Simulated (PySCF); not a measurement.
Molecule: Formimide, C2H3NO2.

Geometry:
```tsv
atom	x (Å)	y (Å)	z (Å)
O1	-1.440	-1.319	0.365
C2	-1.226	-0.164	0.148
N3	0.018	0.417	-0.070
C4	1.260	-0.209	-0.071
O5	1.465	-1.373	0.107
H6	-2.032	0.610	0.094
H7	0.022	1.418	-0.234
H8	2.072	0.534	-0.267
```

Spin–spin couplings on one PBE0-D3(BJ)/def2-SVP geometry, PySCF, gas phase, non-relativistic, equivalent pairs averaged; isotopes 13C, 1H, 15N, 17O; basis pcJ-1.

Question: How do the couplings (Hz) change with the functional? Times are CPU seconds on shared hosts with different chips, so compare them loosely.

Answer: 
| functional | functions | 1J(C2,H6) | 1J(N3,H7) | 1J(C2,N3) | 1J(O1,C2) | 2J(N3,H6) | 2J(O1,N3) | 2J(C2,C4) | core-s |
| --- | --- | --- | --- | --- | --- | --- | --- | --- | --- |
| HF | 165 | 250.3 | -111.9 | -23.4 | -16.4 | -18.0 | 2.6 | -2.0 | 8.9 |
| LDA | 165 | 162.1 | -72.6 | -3.8 | 32.7 | -17.5 | -3.6 | -1.6 | 8.4 |
| PBE | 165 | 187.7 | -81.1 | -6.4 | 31.4 | -19.7 | -2.8 | -2.1 | 13 |
| KT2 | 165 | 204.4 | -87.9 | -1.5 | 38.5 | -23.1 | -3.1 | -2.8 | 14 |
| B3LYP | 165 | 206.0 | -90.3 | -10.3 | 26.2 | -19.8 | -2.0 | -2.4 | 12 |
| PBE0 | 165 | 195.2 | -86.5 | -9.8 | 26.3 | -18.6 | -1.9 | -2.6 | 15 |
| B97-2 | 165 | 188.0 | -83.2 | -10.0 | 25.4 | -17.9 | -2.1 | -2.2 | 15 |
| BHandHLYP | 165 | 221.1 | -98.6 | -15.1 | 17.4 | -19.2 | -0.7 | -2.8 | 17 |
| CAM-B3LYP | 165 | 204.8 | -90.6 | -11.3 | 25.2 | -19.2 | -2.0 | -2.1 | 20 |
